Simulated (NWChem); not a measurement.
# CH$_{3}$ cation

```xyz
4

C      0.0000     0.0000     0.0000
H      0.7807     0.7807     0.0000
H      0.2858    -1.0664     0.0000
H     -1.0664     0.2858     0.0000
```
Atoms are numbered in this order, from 1.

All runs: NWChem. Geometry: optimised at PBE0/def2-SVP. Level: PBE0/def2-SVP with COSMO at NWChem's default radii, gas-phase geometry; the question gives the dielectric constant. Reactions with the solvent are ignored.

Estimate the computed values for dielectric constant 25.0. Quantities: electrostatic solvation energy (kcal/mol).

electrostatic solvation energy (kcal/mol): -76.8
